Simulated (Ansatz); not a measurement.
NiAu3 (Pm-3m)

The calculation used DFT r2SCAN, scalar-relativistic, plane waves, PAW (Ansatz).

Settings: cutoff 500 eV, Γ-centred mesh 10×10×10 on the computed 4-atom cell, Gaussian smearing of 0.10 eV; collinear spin from starting moments -0.29 0 0 0 μB.

The structure is relaxed at this level of theory with its symmetry kept. Whether it is the stable form of this composition wasn't checked.

Space group Pm-3m (No. 221). a = 3.983 Å, b = 3.983 Å, c = 3.983 Å, α = 90.00°, β = 90.00°, γ = 90.00°
| atom | site | symmetry | x | y | z |
| --- | --- | --- | --- | --- | --- |
| Ni | 1a | m-3m | 0.0000 | 0.0000 | 0.0000 |
| Au | 3c | 4/mm.m | 0.5000 | 0.0000 | 0.5000 |

```json
{"Space group": "Pm-3m (No. 221)", "Volume per atom": "15.80 Å³", "Formation energy from the elements' standard states (uncorrected)": "+0.117 eV/atom", "Generalised Kohn–Sham band gap": "none (metal)", "Density of states at the Fermi level": "3.46 states/eV per cell", "Löwdin character within 0.5 eV of the Fermi level": "Ni 3d 63 %, Au 5d 18 %, Au 6s 12 %, unprojected 5 %", "Bulk modulus": "165 GPa", "Its pressure derivative": "5.9", "Bader charges (e)": "Ni (1 in the cell) 0.37, Au (3 in the cell) -0.12", "Total moment": "-0.23 μB per cell", "Site moments (μB; atoms counted from 1 over the whole cell)": "Ni (atom 1) -0.26"}
```

The state reached may not be the lowest one. Spin-orbit coupling is left out, which matters for the bands of heavy elements.

Only this magnetic start was tried.

Cost: 6 runs of about 23 core-minutes in all, on Arm Neoverse V1 (shared hosts).